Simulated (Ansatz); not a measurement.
## Where CCSD(T) holds and where it slips

Each species is computed at the geometry given (Å), with frozen cores, in Ansatz 0.2.0: RHF-CCSD(T) for singlets, UHF-CCSD(T) otherwise, and full CI in the same basis. The program picks the determinant by a search with trial CCSD, so it needn't be the lowest Hartree–Fock solution. States: AlH3⁺ doublet A', PH triplet Σ⁻ or Δ, Si–CH2⁺ quartet A2. Cases whose determinant has another symmetry than full CI's state, or lies over 0.5 eV above the lowest of its kind, whose (Q) step broke down or whose higher cluster runs on it stay over 0.1 eV above full CI weren't drawn.

Q: Judging by size, spin and bonding, rank them by the size of CCSD(T)'s error in total energy against full CI in the same basis, smallest first (an estimate).
A. AlH3⁺, doublet, cc-pVTZ: Al 0.000 0.056 -0.012; H 0.000 0.225 -1.563; H 0.000 0.263 1.890; H 0.000 -1.983 -0.012
B. PH, triplet, cc-pVTZ: P 0.000 0.000 0.000; H 0.000 0.000 3.193
C. Si–CH$_{2}$⁺, quartet, 6-31G: Si 0.000 0.000 0.650; C 0.000 0.000 -1.215; H 0.000 -0.907 -1.822; H 0.000 0.907 -1.822

A: A (17.8 meV), C (22.5 meV), B (52.2 meV).

```tsv
species	basis	correlated electrons	CCSD(T) − full CI (meV)	CCSDT(Q) − full CI (meV)	unpaired electrons (full CI)	T1	⟨S²⟩ of the determinant
AlH3⁺, doublet	cc-pVTZ	5	17.8	0.4	1.06	0.025	0.77
Si–CH2⁺, quartet	6-31G	9	22.5	-0.1	3.03	0.028	3.76
PH, triplet	cc-pVTZ	6	52.2	4.8	3.79	0.008	2.98
```

Unpaired electrons are Σ n²(2−n)² over natural occupations; an open shell counts its own unpaired electrons too. Frozen cores follow each run's orbitals, which moves totals by a few meV. No single determinant describes PH, triplet well, by full CI's occupations.
